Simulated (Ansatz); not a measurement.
Input file:

```yaml
crystal:
  periodic: [false, false, false]
  atoms:
    - {symbol: N, position_ang: [0.080038, -0.189574, 0.579079]}
    - {symbol: N, position_ang: [-0.084836, 0.197076, -0.579981]}
    - {symbol: H, position_ang: [-0.008216, 0.635297, 1.171720]}
    - {symbol: H, position_ang: [0.074893, -0.739539, -1.159176]}
basis:
  gaussian: {orbitals: "6-31G*", point_charges: [{charge: -0.50, position_ang: [4.272, -0.297, 0.492]}]}
magnetization: {spin_polarized: false}
hamiltonian: {xc: {name: r2SCAN}}
correlation: {method: ccsdt_q, electrons: outside_noble_gas}
output: {forces: true}
```

```sh
$ ansatz run in.yaml --threads 1 --pin off --events-out ev --progress --plain --max-ram 2393MiB
```

The program prints:

```
612 factors; integrals over basis functions are off by at most 1.3e-7 eV
mean field evaluation 1: about -3006.4252 eV, gradient 3.2e1 eV
mean field evaluation 2: about -3006.4240 eV, gradient 3.2e1 eV
mean field evaluation 4: about -3008.6372 eV, gradient 2.8e0 eV
mean field evaluation 8: about -3008.6545 eV, gradient 2.5e-1 eV
mean field evaluation 16: about -3008.6547 eV, gradient 4.6e-6 eV
mean field -3008.65466398 eV, -110.5660195619 hartree, gradient 4.6e-6 eV, S^2 0.000000; 0 other end points of the search recorded, 0 dependent functions left out
2 core orbitals not correlated: weight in the atoms' cores, before any rotation towards them, 1.000 or more for the frozen orbitals, at most 0.000 for the correlated occupied ones
reference -2992.58289699 eV, -109.9753930188 hartree; 6, 6 occupied and 26, 26 virtual orbitals, 612 factors
second order -9.12077131 eV of doubles, -0.21860822 eV of singles
cycle   1  -9.14121696 eV  change    1.9e-1 eV  update   8.4e-2
cycle   2  -9.60006390 eV  change   -4.6e-1 eV  update   4.0e-2
cycle   3  -9.85886237 eV  change   -2.6e-1 eV  update   1.7e-2
cycle   4  -9.84453026 eV  change    1.4e-2 eV  update   4.9e-3
cycle   5  -9.84226195 eV  change    2.3e-3 eV  update   2.5e-3
cycle   6  -9.84819567 eV  change   -5.9e-3 eV  update   9.4e-4
cycle   7  -9.84811387 eV  change    8.2e-5 eV  update   4.8e-4
cycle   8  -9.84733698 eV  change    7.8e-4 eV  update   2.6e-4
cycle   9  -9.84747419 eV  change   -1.4e-4 eV  update   1.2e-4
cycle  10  -9.84742434 eV  change    5.0e-5 eV  update   4.5e-5
cycle  11  -9.84744919 eV  change   -2.5e-5 eV  update   1.9e-5
cycle  12  -9.84747442 eV  change   -2.5e-5 eV  update   7.6e-6
cycle  13  -9.84748385 eV  change   -9.4e-6 eV  update   3.6e-6
cycle  14  -9.84748529 eV  change   -1.4e-6 eV  update   1.6e-6
cycle  15  -9.84748583 eV  change   -5.5e-7 eV  update   8.4e-7
perturbative correction -0.03681566 eV, -0.0013529505 hartree
the calculation of the forces begins
Total energy: -3002.46719848 eV, -110.3386343987 hartree
Atom 0 at     0.080038    -0.189574     0.579079 Å, force     0.356820    -1.043555     2.000085 eV/Å
Atom 1 at    -0.084836     0.197076    -0.579981 Å, force     0.219021    -1.543435    -3.132503 eV/Å
Atom 2 at    -0.008216     0.635297     1.171720 Å, force    -0.131152     0.727961     0.611489 eV/Å
Atom 3 at     0.074893    -0.739539    -1.159176 Å, force    -0.444836     1.849386     0.525260 eV/Å
Dipole moment:     0.037408     0.004086     0.040713 e Å
```

Forces (eV/Å):
```
N    0.357 -1.044  2.000
N    0.219 -1.543 -3.133
H   -0.131  0.728  0.611
H   -0.445  1.849  0.525
```

Ran on 1 thread of AMD EPYC 7B13, shared host: 60 s wall, 0.56 GiB peak host memory.
